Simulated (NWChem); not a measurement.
Species: dimethyl sulfide (C₂H₆S); SMILES CSC

```xyz
9

C     -1.3791     0.0000    -0.5069
S      0.0000     0.0000     0.6547
C      1.3791     0.0000    -0.5069
H     -1.3742    -0.8990    -1.1429
H     -2.3023     0.0000     0.0896
H     -1.3742     0.8990    -1.1429
H      1.3742    -0.8990    -1.1429
H      2.3023     0.0000     0.0896
H      1.3742     0.8990    -1.1429
```
Atoms are numbered in this order, from 1.

Program: NWChem. Medium grid unless said otherwise, to which SCAN and Minnesota functionals are sensitive. Structure relaxed at the PBE0/def2-SVP level. Total energies of different functionals are on different scales.

```json
[
 {"level": "LDA (Slater exchange, VWN5)/def2-TZVPD", "energy (Ha)": "-475.9166", "highest occupied level (eV)": "-5.15", "orbital gap (eV)": "4.70", "dipole (D)": "1.58"},
 {"level": "PBE/def2-TZVPD", "energy (Ha)": "-477.7658", "highest occupied level (eV)": "-5.08", "orbital gap (eV)": "4.72", "dipole (D)": "1.55"},
 {"level": "BLYP/def2-TZVPD", "energy (Ha)": "-478.0001", "highest occupied level (eV)": "-4.96", "orbital gap (eV)": "4.62", "dipole (D)": "1.50"},
 {"level": "TPSS/def2-TZVPD", "energy (Ha)": "-478.0962", "highest occupied level (eV)": "-5.19", "orbital gap (eV)": "4.99", "dipole (D)": "1.57"},
 {"level": "r2SCAN/def2-TZVPD", "energy (Ha)": "-477.9730", "highest occupied level (eV)": "-5.29", "orbital gap (eV)": "5.42", "dipole (D)": "1.62"},
 {"level": "B3LYP/def2-TZVPD", "energy (Ha)": "-478.0794", "highest occupied level (eV)": "-6.08", "orbital gap (eV)": "6.16", "dipole (D)": "1.55"},
 {"level": "PBE0/def2-TZVPD", "energy (Ha)": "-477.8145", "highest occupied level (eV)": "-6.29", "orbital gap (eV)": "6.65", "dipole (D)": "1.60"},
 {"level": "M06-2X/def2-TZVPD", "energy (Ha)": "-477.9898", "highest occupied level (eV)": "-7.48", "orbital gap (eV)": "7.99", "dipole (D)": "1.59"},
 {"level": "CAM-B3LYP/def2-TZVPD", "energy (Ha)": "-478.0147", "highest occupied level (eV)": "-7.64", "orbital gap (eV)": "8.56", "dipole (D)": "1.59"},
 {"level": "Hartree-Fock/def2-TZVPD", "energy (Ha)": "-476.7967", "highest occupied level (eV)": "-9.13", "orbital gap (eV)": "10.93", "dipole (D)": "1.71"}
]
```
